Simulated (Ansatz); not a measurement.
ammonia cation (H3N), SMILES N (connectivity only; charge and spin as stated), charge +1, multiplicity 2.

Geometry optimised at r2SCAN-D4/def2-TZVPD. The multiplicity is an assumed one; other spin states were not compared.

Two levels are set side by side: PBE/def2-TZVPD (Ansatz, a first-principles code) and ωB97X-V/def2-TZVPD (Ansatz). Energy differences of separate SCF runs at the same geometry; the states with an electron removed or added have multiplicity 1 and 1. Differences are taken from unrounded values.

| quantity | PBE |
|---|---|
| vertical ionisation energy (eV) | 23.99 |
| vertical electron affinity (eV) | 9.95 |

Question: These are the PBE values. What does ωB97X-V give? (The exact figures need the calculation; the answer reports its results.)

Answer: 
| quantity | ωB97X-V | PBE minus ωB97X-V |
|---|---|---|
| vertical ionisation energy (eV) | 23.66 | 0.33 |
| vertical electron affinity (eV) | 9.92 | 0.03 |

On these quantities the two levels nearly agree.
